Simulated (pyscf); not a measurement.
H₃C–SnH₃ (SMILES [CH3][SnH3]) + NH₃ (SMILES N) -> H₃C–SnH₂–NH₂ (SMILES [CH3][SnH2][NH2]) + H₂ (SMILES [H][H]) (four-centre exchange; singlet surface; H–Sn, H–N broken, N–Sn, H–H formed). PySCF, gas phase, ωB97X-D3(BJ)/def2-SVP geometries. Rate constants from transition-state theory, ωB97M-D3(BJ)/def2-TZVP energies (ideal gas, 1 atm, RRHO with modes under 100 cm⁻¹ raised to 100, one conformer, R ln 2 for rigid chiral ones; no tunnelling), k in cm³ molecule⁻¹ s⁻¹.

```tsv
T (K)	1000/T	log10 k
298	3.354	-42.37
600	1.667	?
900	1.111	-22.13
1200	0.833	-19.41
```

Question: Fit an Arrhenius line to the three values, give the activation energy, and predict k at 600 K.

Answer: Least squares gives log10 k = -11.94 − 9.08 × 1000/T, so Ea = 9.08 × ln 10 × 1.987 = 41.5 kcal/mol, against an electronic barrier of 41.5. At 600 K the line gives -27.07; the computed value is -27.34 (ΔG‡ = 58.6 kcal/mol), a factor 1.8 under the line, since the plot is curved. On the reactant side the descent ends in a complex (not fully relaxed), 4.2 kcal/mol under the separated species and 43.8 kcal/mol under the saddle at ωB97X-D3(BJ)/def2-TZVP. At the saddle there is also a short H–Sn contact that neither side keeps. One saddle was located; it need not be the lowest between these sides. Elements past Kr carry the def2 core potentials, without spin-orbit coupling.
